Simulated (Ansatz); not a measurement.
System: diamond-structure Si. Method: PBE-D3(BJ) in Ansatz (PAW).

Settings: plane-wave cutoff 520 eV, 12×12×12 k mesh, Fermi–Dirac smearing 0.01 eV, scalar-relativistic PAW data made under PBE.

The cell is scaled about its equilibrium volume:

| V (Å³/atom) | P (GPa) | direct gap at Γ (eV) | smallest gap on the k mesh (eV) |
|---|---|---|---|
| 18.724 | 6.55 | 2.585 | 0.442 |
| 19.122 | 4.12 | 2.578 | 0.484 |
| 19.521 | 1.94 | 2.571 | 0.524 |
| 19.919 | 0.00 | 2.563 | 0.562 |
| 20.317 | -1.73 | 2.555 | 0.597 |
| 20.716 | -3.26 | 2.547 | 0.631 |
| 21.114 | -4.58 | 2.538 | 0.663 |

The fundamental gap (0.56 eV at the equilibrium volume, with added k points) lies elsewhere than Γ–Γ.

Ansatz is an electronic-structure program.
